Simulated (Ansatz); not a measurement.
How far each method lies from full CI for N$_{2}$, singlet

Geometry: a point of a stretch scan, not a stationary point.

```
atom   x (Å)   y (Å)   z (Å)
   N  0.0000  0.0000  0.0000
   N  0.0000  0.0000  0.9970
```

Basis 6-31G; Ansatz 0.2.0. Correlated methods freeze the noble-gas cores, which leaves 10 electrons in 16 orbitals. Prefix R: restricted or restricted open-shell reference. Active spaces: pair = (2e, 2o) about the gap; valence = (10e, 8o) chosen from the atoms' valence shells.

Full CI is exact within this basis and frozen core; it isn't the basis-set limit.

```
UHF ⟨S²⟩                          : 0.000
T1 diagnostic (RCCSD)             : 0.0092
largest doubles amplitude (RCCSD) : 0.092
```

```
   level  E − E(RHF) (eV)
    RMP2          -5.6227
   RCCSD          -5.5500
RCCSD(T)          -5.6991
```

(1) Estimate how far full CI in 6-31G lies from RCCSD(T). The table doesn't fix it; the size of (T) and the diagnostics are the guide.

(1) Full CI in 6-31G lies 1.30 mEh below RCCSD(T), which is 24 % of the (T) step (-5.48 mEh). The diagnostics are small and one determinant leads, so the series closes fast and only a small part of (T) is left.

The other levels:

```json
{"level": "CISD", "E − E(full CI) (mEh)": "18.72", "share of correlation (%)": "91.12", "wall time": "0.18 s"}
{"level": "BCCD(T)", "E − E(full CI) (mEh)": "1.32", "share of correlation (%)": "99.37", "wall time": "0.21 s"}
{"level": "RCCSDT", "E − E(full CI) (mEh)": "1.21", "share of correlation (%)": "99.43", "wall time": "–"}
{"level": "CISDTQ", "E − E(full CI) (mEh)": "0.91", "share of correlation (%)": "99.57", "wall time": "1.9 s"}
{"level": "RCCSDT(Q)", "E − E(full CI) (mEh)": "-0.03", "share of correlation (%)": "100.01", "wall time": "0.6 s"}
{"level": "RCCSDTQ", "E − E(full CI) (mEh)": "0.10", "share of correlation (%)": "99.95", "wall time": "4.3 s"}
{"level": "CASSCF (pair space)", "E − E(full CI) (mEh)": "181.75", "share of correlation (%)": "13.76", "wall time": "–"}
{"level": "NEVPT2 (pair space)", "E − E(full CI) (mEh)": "7.04", "share of correlation (%)": "96.66", "wall time": "0.18 s"}
{"level": "MRCISD (pair space)", "E − E(full CI) (mEh)": "15.37", "share of correlation (%)": "92.71", "wall time": "–"}
{"level": "MRCISD+Q (pair space)", "E − E(full CI) (mEh)": "5.03", "share of correlation (%)": "97.61", "wall time": "0.36 s"}
{"level": "CASSCF (valence space)", "E − E(full CI) (mEh)": "73.40", "share of correlation (%)": "65.17", "wall time": "–"}
{"level": "NEVPT2 (valence space)", "E − E(full CI) (mEh)": "17.80", "share of correlation (%)": "91.55", "wall time": "0.69 s"}
{"level": "MRCISD (valence space)", "E − E(full CI) (mEh)": "2.26", "share of correlation (%)": "98.93", "wall time": "–"}
{"level": "MRCISD+Q (valence space)", "E − E(full CI) (mEh)": "0.41", "share of correlation (%)": "99.81", "wall time": "1.4 s"}
```

The correlation energy at full CI, counted from RHF, is -5.735 eV. That run took 17 s on 1 thread of Arm Neoverse V1, shared host over 2,388,528 determinants.

Times hold each run's SCF and search for its determinant on a shared host, so for small cases they say little of a method's own cost; they ran on 1 thread of Arm Neoverse V1.

The full-CI state has the irrep Ag of D2h, in the program's axes (one component, if the state is degenerate).

Natural occupations of full CI about the gap: 1.989 1.978 1.973 1.943 1.943 0.058 0.058 0.015 0.013 0.010; effectively unpaired electrons, Σ n²(2−n)², 0.06.
